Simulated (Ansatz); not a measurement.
Process, species as SMILES: c1ccccc1 [benzene] -> [c]1ccccc1 + H atom (the C-H bond breaks)

Property: bond dissociation energy (enthalpy at 298 K), in kcal/mol. Terms: 6-311+G** with 5d; six Cartesian d functions in 6-31G* and its kin unless marked 5d; LANL2DZ all-electron up to Ne; non-relativistic; UHF or UKS for open shells; dispersion terms only where a functional's name holds one; no spin-orbit coupling. Ab initio and DFT rows: single points at B3LYP-D3(BJ) geometries (Ansatz, a quantum-chemistry and plane-wave program), with unscaled harmonic terms from B3LYP/6-31G* at its own minima.

```
level             program  bond dissociation energy (enthalpy at 298 K) (kcal/mol)
----------------  -------  -------------------------------------------------------
B3LYP/STO-3G       Ansatz                                                    136.0
B3LYP/3-21G        Ansatz                                                    112.4
B3LYP/LANL2DZ      Ansatz                                                    112.4
B3LYP/6-31G        Ansatz                                                    111.8
B3LYP/6-31G*       Ansatz                                                    110.7
B3LYP/6-31+G*      Ansatz                                                    110.3
B3LYP/6-31G**      Ansatz                                                    111.7
B3LYP/def2-SVP     Ansatz                                                    110.4
B3LYP/cc-pVDZ      Ansatz                                                    109.7
B3LYP/6-311+G**    Ansatz                                                    110.4
B3LYP/def2-TZVPD   Ansatz                                                    110.4
```

No value to compare with is used here. The 10 habitual levels span 109.7 (B3LYP/cc-pVDZ) to 136.0 kcal/mol (B3LYP/STO-3G); B3LYP/def2-TZVPD gives 110.4.

The sets are all those run for this method; runs whose electronic state is in doubt are left out.
